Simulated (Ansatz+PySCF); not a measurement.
The numbers below are computed, except where a source is named.
Input for PySCF 2.14.0:

```python
from pyscf import gto, scf, mp

mol = gto.M(atom="""
C 0.000000 0.000000 -0.105920
H 0.000000 1.003960 0.317760
H 0.000000 -1.003960 0.317760
C 30.016380 -0.002680 -0.104610
H 29.291960 0.755580 0.191540
H 30.609760 -0.739530 0.436130
""", basis='sto-3g', charge=0, spin=0)
mf = scf.UHF(mol)
mf.kernel()
pt = mp.MP2(mf, frozen=2).run()
print(mf.e_tot, pt.e_corr, pt.e_tot)
```

The script is written out from the run's settings.

The run gave:

```json
{
 "Converged": "yes",
 "Reference energy": "-76.67698 hartree",
 "Correlation energy": "-0.06429 hartree",
 "Total energy": "-76.74127 hartree"
}
```

This is not the lowest solution: another run reaches a determinant 5.23 eV lower. Caution: large amplitudes, a single reference is doubtful.
